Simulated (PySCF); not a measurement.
C2H5, multiplicity 2. Atoms are numbered in the order given.

```xyz
7

C      0.7908    -0.0183     0.0000
C     -0.6906    -0.0020     0.0000
H      1.3479     0.0404    -0.9265
H      1.3479     0.0404     0.9265
H     -1.0896     1.0247     0.0000
H     -1.1038    -0.4919    -0.8857
H     -1.1038    -0.4919     0.8857
```
Charge 0, spin multiplicity 2.

Coordinates come from a r2SCAN-D4/def2-TZVP optimisation. The isomer is the one that the SMILES or the coordinates give; other isomers of the formula were not compared.

Calculation: M06-2X/def2-TZVPD run with PySCF.

The molecule is in vacuum.

```yaml
total_energy: -79.13487 hartree
point_group: Cs
"α spin, highest occupied and lowest empty level": -6.96 and 0.78 eV
"β spin, highest occupied and lowest empty level": -11.29 and -0.43 eV
dipole_moment: 0.30 D
quadrupole, principal values (traceless, Buckingham form, about the centre of nuclear charge): -1.40, 0.13, 1.27 D·Å
mean_static_polarisability: 27.8 bohr³ (4.13 Å³)
polarisability_principal_values: 25.9, 26.3, 31.3 bohr³
"⟨S²⟩": 0.755 (pure state 0.75)
```
